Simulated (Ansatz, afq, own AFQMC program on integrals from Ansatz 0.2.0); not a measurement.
Integrals from Ansatz 0.2.0, then the random walk in our own AFQMC program (afq).

```yaml
crystal:
  periodic: [false, false, false]
  atoms:
    - {symbol: N, position_ang: [0.000000, 0.000000, 0.000000]}
    - {symbol: H, position_ang: [1.024021, 0.013755, -0.000070]}
    - {symbol: H, position_ang: [-0.523923, 0.879946, -0.002762]}
    - {symbol: H, position_ang: [-0.500098, -0.893701, 0.002832]}
basis:
  gaussian: {orbitals: cc-pVDZ}
total_charge: 1
magnetization: {spin_polarized: true, initial_magnetization: 3}
correlation: {method: ccsd_t, electrons: outside_noble_gas, hamiltonian_folder: ham}
```

```sh
$ ansatz run in.yaml --threads 1 --pin off --events-out ev --progress --plain --max-ram 1843MiB
```

afq runs on the folder ham with

```
--method free --trial cisd --walkers 70 --time-step 0.03 --max-blocks 80 --target-error 0.00032 --factor-cut 1e-05 --seed 3313 --times 0,0.3,0.6,1.2,1.8,2.4,3.6,4.8,6 --taylor-order 8
```

Times are imaginary, in 1/Eh. The walk had a cap of 529 s.

afq prints:

```
orbitals 28  electrons 5 2  factors 210 of 265
reference energy -55.36010900 Eh
CCSD correlation -0.14209373 Eh in 14 cycles, weight of the determinant in the CISD state 0.8916
repeat  energy at the last time / Eh  error
    10  -55.508107  0.001818
    20  -55.507874  0.001010
    30  -55.507684  0.000721
    40  -55.507384  0.000634
    50  -55.507107  0.000565
    60  -55.507343  0.000518
    70  -55.507008  0.000546
    80  -55.507008  0.000521
time / (1/Eh)  energy / Eh  error  mean overlap
  0.00  -55.502239  0.000075  1.1215
  0.30  -55.505060  0.000106  1.1233
  0.60  -55.506231  0.000129  1.1193
  1.20  -55.506644  0.000171  1.1326
  1.80  -55.506978  0.000196  1.1325
  2.40  -55.506974  0.000227  1.1373
  3.60  -55.506878  0.000243  1.1287
  4.80  -55.507272  0.000329  1.1472
  6.00  -55.507008  0.000521  1.1782
energy -55.507008 +/- 0.000521 Eh
```

The run passed its tests (error under three times the target), which doesn't prove that it has relaxed.

Against this walk (error 14.2 meV) on the same determinant: CCSD(T) 31.0 meV higher, CCSDT(Q) 24.3 meV lower (within the noise). The error is statistical, and a free projection of finite length keeps a remainder of its start.

Cautions: remainder of the start not in the error; error above the target (14.2 against 8.7 meV); another spin lies lower (by 14.77 eV); strong correlation (T1 0.057, weight of the determinant 0.89, largest double 0.11).

The walk took 71 s on 1 thread of AMD EPYC 9R45 96-Core Processor (Zen 5) (shared host). The log's last line is the free-projection energy.

CCSDT and higher add their correlation energy to the determinant of the CCSD(T) run, since their own runs factorise the integrals more tightly (a shift of under 2 meV). A walk keeps the symmetry of its determinant, which the program's search chose and which needn't be the lowest solution, so a lower state of the same spin and another symmetry isn't excluded.
